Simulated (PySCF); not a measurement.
# NO2OH: singlet, from a T-shaped (ligand arrangement 2) start

Aim: relax NO2OH as a singlet from a T-shaped (ligand arrangement 2) start, check by its vibrations whether the end is a minimum, and collect its spectrum and constants.

Computed with PySCF 2.14.0. Level: PBE0, basis N def2-TZVP, O def2-TZVP, H def2-TZVP, no relativity, density fitting.

## (1) Starting geometry

5 atoms, charge 0, spin multiplicity 1.

Bond lengths: N1–O2 1.170 Å, N1–O3 1.170 Å, N1–O4 1.340 Å, O4–H5 0.960 Å. Angles: O2–N1–O3 176.0°, O2–N1–O4 88.0°, O3–N1–O4 88.0°, N1–O4–H5 130.0°.

```xyz
5
charge 0 multiplicity 1
N     0.0000    0.0000    0.0000
O     1.1693    0.0000    0.0408
O    -1.1693    0.0000    0.0408
O     0.0000    0.0000    1.3400
H    -0.7354    0.0000    1.9571
```

## (2) Finding the electronic state

The steps below are one call of a driver around PySCF. For each, scf.py gives the equivalent set-up of the SCF; relaxations use the driver's own optimiser. After this first run the driver tries any further starts and a stability analysis.

File scf.py:

```python
from pyscf import gto, scf, dft
mol = gto.M(atom='''
N      0.000000     0.000000     0.000000
O      1.169300     0.000000     0.040800
O     -1.169300     0.000000     0.040800
O      0.000000     0.000000     1.340000
H     -0.735400     0.000000     1.957100''',
    basis={'N': 'def2-TZVP', 'O': 'def2-TZVP', 'H': 'def2-TZVP'},
    charge=0, spin=0)
mf = dft.RKS(mol, xc='PBE0')
mf.grids.atom_grid = (50, 194)
aux = {'N': 'def2-universal-JKFIT', 'O': 'def2-universal-JKFIT', 'H': 'def2-universal-JKFIT'}
mf = mf.density_fit(auxbasis=aux)
mf.conv_tol = 1e-08
mf.diis_space = 10
mf.max_cycle = 60
mf.init_guess = 'minao'
mf.verbose = 4
mf.kernel()
```

The run is started by

```bash
$ OMP_NUM_THREADS=4 python axn.py task.json out
```

Log:

```text
init E= -281.933136178721
  HOMO = -0.302937136907637  LUMO = -0.0766785607083474  gap/eV = 6.15681
cycle= 1 E= -280.115906099884  delta_E= 1.82  |g|=  1.4  |ddm|= 2.27
  HOMO = -0.163903242965165  LUMO = -0.133552475436171  gap/eV = 0.82589
cycle= 2 E= -279.219787653177  delta_E= 0.896  |g|= 2.76  |ddm|= 2.29
  HOMO = -0.241536209513832  LUMO = -0.0652911613949206  gap/eV = 4.79587
cycle= 3 E= -280.440706537738  delta_E= -1.22  |g|= 0.271  |ddm|=  1.7
  HOMO = -0.273927402333728  LUMO = -0.0828864432661405  gap/eV = 5.19849
cycle= 4 E= -280.433520725653  delta_E= 0.00719  |g|= 0.337  |ddm|= 0.383
  HOMO = -0.265000821638452  LUMO = -0.0827173177636524  gap/eV = 4.96019
cycle= 5 E= -280.453396874504  delta_E= -0.0199  |g|= 0.0652  |ddm|= 0.229
  HOMO = -0.266144126701867  LUMO = -0.0761411946389785  gap/eV = 5.17024
cycle= 6 E= -280.454137738872  delta_E= -0.000741  |g|= 0.0193  |ddm|= 0.0479
  HOMO = -0.264282315987316  LUMO = -0.0747767189399795  gap/eV = 5.15671
cycle= 7 E= -280.45419598232  delta_E= -5.82e-05  |g|= 0.00552  |ddm|= 0.0143
  HOMO = -0.265057161216653  LUMO = -0.0752931257180762  gap/eV = 5.16374
cycle= 8 E= -280.454201655919  delta_E= -5.67e-06  |g|= 0.000931  |ddm|= 0.00528
  HOMO = -0.264974919969752  LUMO = -0.0752286443927588  gap/eV = 5.16326
cycle= 9 E= -280.454201914932  delta_E= -2.59e-07  |g|= 0.000259  |ddm|= 0.00131
  HOMO = -0.264978703765848  LUMO = -0.0752538819173481  gap/eV = 5.16268
cycle= 10 E= -280.454201941897  delta_E= -2.7e-08  |g|= 6.52e-05  |ddm|= 0.000501
  HOMO = -0.264975528026426  LUMO = -0.0752571528891011  gap/eV = 5.16250
cycle= 11 E= -280.454201943629  delta_E= -1.73e-09  |g|= 5.43e-06  |ddm|= 0.000163
  HOMO = -0.264974853948289  LUMO = -0.0752572210330484  gap/eV = 5.16248
Extra cycle  E= -280.454201943638  delta_E= -9.66e-12  |g|= 6.23e-06  |ddm|= 1.55e-05
converged SCF energy = -280.454201943638
```

This step, with its further starts and checks, needed 1.9 s of wall time on 4 threads of AMD EPYC 9R45 (Zen 5), shared host.

The test of internal stability found no lower closed-shell solution.

## (3) Relaxing the singlet from the T-shaped (ligand arrangement 2) start

The program finds Cs symmetry in the start, which this walk keeps. The walk stops when the largest gradient is under 0.0003 Eh/bohr and the energy has settled too.

Changes to scf.py since step 2:

```diff
@@ -3,5 +3,5 @@
-N      0.000000     0.000000     0.000000
-O      1.169300     0.000000     0.040800
-O     -1.169300     0.000000     0.040800
-O      0.000000     0.000000     1.340000
-H     -0.735400     0.000000     1.957100''',
+N      0.011765     0.000000    -0.392262
+O      1.181065     0.000000    -0.351462
+O     -1.157535     0.000000    -0.351462
+O      0.011765     0.000000     0.947738
+H     -0.723635     0.000000     1.564838''',
@@ -17 +16,0 @@
-mf.init_guess = 'minao'
```

Energy and gradient, step by step:

| step | energy (Eh) | change (kJ/mol) | largest symmetric gradient (Eh/bohr) |
| --- | --- | --- | --- |
| 0 | -280.454202 | 0.00 | 0.29318 |
| 1 | -280.660159 | -540.74 | 0.10894 |
| 2 | -280.712338 | -677.74 | 0.07438 |
| 3 | -280.724529 | -709.74 | 0.01367 |
| 4 | -280.725085 | -711.20 | 0.01553 |
| 5 | -280.725237 | -711.60 | 0.00320 |
| 6 | -280.725304 | -711.78 | 0.00139 |
| 7 | -280.725326 | -711.84 | 0.00078 |
| 8 | -280.725327 | -711.84 | 0.00050 |
| 9 | -280.725327 | -711.84 | 0.00009 |

The walk took 5.7 s.

Positions (Å) and forces (eV/Å) along the way:

```
step 0
N    0.012   0.000  -0.392   0.273   0.000  11.902
O    1.181   0.000  -0.351   5.970   0.000 -11.760
O   -1.158   0.000  -0.351  -9.756   0.000 -14.217
O    0.012   0.000   0.948   5.046   0.000  15.076
H   -0.724   0.000   1.565  -1.532   0.000  -1.001
step 1
N    0.013   0.000  -0.262  -0.667   0.000   5.602
O    1.237   0.000  -0.508  -4.360   0.000  -3.768
O   -1.243   0.000  -0.533   4.951   0.000  -2.707
O    0.078   0.000   1.134   1.249   0.000   1.417
H   -0.761   0.000   1.587  -1.173   0.000  -0.545
step 5
N    0.027   0.000  -0.130   0.126   0.000   0.088
O    1.088   0.000  -0.663  -0.165   0.000  -0.025
O   -1.079   0.000  -0.597   0.054   0.000   0.040
O    0.106   0.000   1.256  -0.042   0.000   0.034
H   -0.819   0.000   1.552   0.027   0.000  -0.137
step 9
N    0.031   0.000  -0.124   0.001   0.000   0.000
O    1.085   0.000  -0.668   0.001   0.000  -0.002
O   -1.078   0.000  -0.583  -0.004   0.000  -0.003
O    0.108   0.000   1.259   0.000   0.000   0.004
H   -0.823   0.000   1.533   0.003   0.000   0.000
```

After 9 steps and 711.8 kJ/mol it ends at Cs: N–O 1.186 Å, N–O 1.201 Å, N–O 1.385 Å, O–H 0.970 Å; H–O–N 103.2°, O–N–O 114.1°, O–N–O 115.7°, O–N–O 130.2°.

## (4) Frequencies

The point is checked on the finer grid, and tightened if its gradient asks for it. The Hessian and the dipole derivatives come from central differences of analytic gradients, with steps of 0.02 bohr.

Changes to scf.py since step 3:

```diff
@@ -3,5 +3,5 @@
-N      0.011765     0.000000    -0.392262
-O      1.181065     0.000000    -0.351462
-O     -1.157535     0.000000    -0.351462
-O      0.011765     0.000000     0.947738
-H     -0.723635     0.000000     1.564838''',
+N      0.008463     0.000000    -0.122656
+O      1.061714     0.000000    -0.667141
+O     -1.100786     0.000000    -0.582204
+O      0.085044     0.000000     1.260568
+H     -0.845964     0.000000     1.533136''',
@@ -11 +11 @@
-mf.grids.atom_grid = (50, 194)
+mf.grids.atom_grid = (75, 302)
@@ -14 +14 @@
-mf.conv_tol = 1e-08
+mf.conv_tol = 1e-10
```

The driver hands on the density of the step before, so the log starts near convergence.

Log of the central SCF (cycles and frontier levels):

```text
init E= -280.725325239157
  HOMO = -0.349325216219535  LUMO = -0.0695201256121152  gap/eV = 7.61388
cycle= 1 E= -280.725325238913  delta_E= 2.44e-10  |g|= 4.08e-05  |ddm|= 2.88e-05
  HOMO = -0.349324940493043  LUMO = -0.0695179033115707  gap/eV = 7.61394
cycle= 2 E= -280.725325237421  delta_E= 1.49e-09  |g|= 9.95e-05  |ddm|= 7.12e-05
  HOMO = -0.349325004557053  LUMO = -0.0695187389142546  gap/eV = 7.61392
cycle= 3 E= -280.725325239205  delta_E= -1.78e-09  |g|= 6.1e-06  |ddm|= 5.18e-05
  HOMO = -0.349324921687248  LUMO = -0.0695190621014561  gap/eV = 7.61391
cycle= 4 E= -280.725325239211  delta_E= -6.2e-12  |g|= 4.92e-07  |ddm|= 2.72e-06
  HOMO = -0.349325098142831  LUMO = -0.069519205419418  gap/eV = 7.61391
Extra cycle  E= -280.725325239212  delta_E= -7.39e-13  |g|= 7.51e-07  |ddm|= 6.93e-07
converged SCF energy = -280.725325239212
```

The whole step took 26 s.

Geometry: Cs; N–O 1.186 Å, N–O 1.201 Å, N–O 1.385 Å, O–H 0.970 Å; H–O–N 103.1°, O–N–O 114.2°, O–N–O 115.7°, O–N–O 130.2°.

Harmonic modes (main isotopes):

```tsv
symmetry	ω (cm⁻¹)	IR (km/mol)	μ (u)
a''	507	126	1.10
a'	609	10.2	5.22
a'	691	4.6	13.14
a''	814	11.1	14.14
a'	956	188	14.84
a'	1344	74.9	1.36
a'	1402	305	9.89
a'	1822	441	7.51
a'	3765	102	1.07
```

Every mode is real; the point is a minimum.

Constants and moments:

```yaml
Dipole_moment: 2.42 D
Highest_occupied_level: -9.51 eV
Lowest_empty_level: -1.89 eV
Rotational_constants: 0.4429, 0.4139, 0.214 cm⁻¹
Zero-point_energy: 71.2 kJ/mol
Principal_polarisabilities: 12.3, 24.4, 29.3 bohr³
Atomisation_energy_without_zero-point_energy: 1640 kJ/mol
Principal_traceless_quadrupole_moments_about_the_centre_of_mass: -5.46, 1.33, 4.13 D Å
Entropy_at_298.15_K_and_1_bar: 265.0 J/(mol K)
Heat_capacity_Cp_at_298.15_K: 51.7 J/(mol K)
Enthalpy_at_298.15_K_above_0_K: 11.56 kJ/mol
Rotational_symmetry_number: 1
```

Charges (e) and bond orders:

| atom | Mulliken | Löwdin | polar tensor | Mayer order to N1 |
| --- | --- | --- | --- | --- |
| N1 | 0.49 | -0.19 | 1.55 | – |
| O2 | -0.26 | 0.03 | -0.61 | 1.79 |
| O3 | -0.30 | -0.02 | -0.66 | 1.72 |
| O4 | -0.28 | 0.00 | -0.59 | 1.06 |
| H5 | 0.34 | 0.19 | 0.31 | 0.02 |

Mulliken populations on N1: s 3.21, p 2.97, d 0.31, f 0.02.

## (5) Results

```
                                 quantity                                                                                                       value
                                  minimum                                                                                                 singlet, Cs
                                 geometry  N–O 1.186 Å, N–O 1.201 Å, N–O 1.385 Å, O–H 0.970 Å; H–O–N 103.1°, O–N–O 114.2°, O–N–O 115.7°, O–N–O 130.2°
                       wavenumbers (cm⁻¹)              507 (a''), 609 (a'), 691 (a'), 814 (a''), 956 (a'), 1344 (a'), 1402 (a'), 1822 (a'), 3765 (a')
                            dipole moment                                                                                                      2.42 D
     highest occupied, lowest empty level                                                                                             -9.51, -1.89 eV
                polar-tensor charge of N1                                                                                                     +1.55 e
                        zero-point energy                                                                                                 71.2 kJ/mol
                      entropy at 298.15 K                                                                                             265.0 J/(mol K)
atomisation energy (no zero-point energy)                                                                                                 1640 kJ/mol
```

The molecule stays Cs, as typed, and the end point is a minimum. In the infrared the band at 1822 cm⁻¹ (a') leads. Only this shape and spin were tried, so other structures or states may lie lower.

The search up to here took 33 s.
